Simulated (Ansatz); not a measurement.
# Al2Ru: Seebeck coefficient and carrier response

Method: DFT LDA, scalar-relativistic, plane waves, PAW in Ansatz 0.2.0. Settings: 420 eV plane-wave cutoff, Γ-centred 18×18×18 mesh, Fermi-Dirac smearing of 0.15 eV. No spin polarisation.

Equilibrium structure at this level:
```xyz
3
Lattice="-1.5510 1.5510 4.1710 1.5510 -1.5510 4.1710 1.5510 1.5510 -4.1710" Properties=species:S:1:pos:R:3 pbc="T T T"
Al    0.0000    0.0000    5.4967
Al    0.0000    0.0000    2.8453
Ru    0.0000    0.0000    0.0000
```

In a metal these results depend on the k mesh and the smearing.

Constant relaxation time and rigid bands. The levels are interpolated over the whole zone and filled by a Fermi function at the stated temperature, with the chemical potential set by the electron count. Seebeck coefficients of a few μV/K are small differences and uncertain even in sign.

Problem. Give the Drude plasma energies, the density of states at the chemical potential and σ/τ at 300 K.

Solution.
```
Plasma energy xx, yy, zz                : 0.94, 0.94, 1.25 eV
Density of states (thermally broadened) : 0.22 states/eV/cell
Conductivity over τ, xx, yy, zz         : 0.2, 0.2, 0.3 ×10²⁰ (Ω·m·s)⁻¹
```

Problem. And the Seebeck coefficient (μV/K)?

Solution.
| T (K) | Sxx | Syy | Szz |
| --- | --- | --- | --- |
| 300 | -6.5 | -6.5 | 21.2 |
| 600 | 9.2 | 9.2 | 38.3 |
| 900 | 26.3 | 26.3 | 53.7 |

Whether Al2Ru exists in this form wasn't checked.

Cost: 1 run of about 6.4 core-minutes, on Arm Neoverse V2 (shared hosts).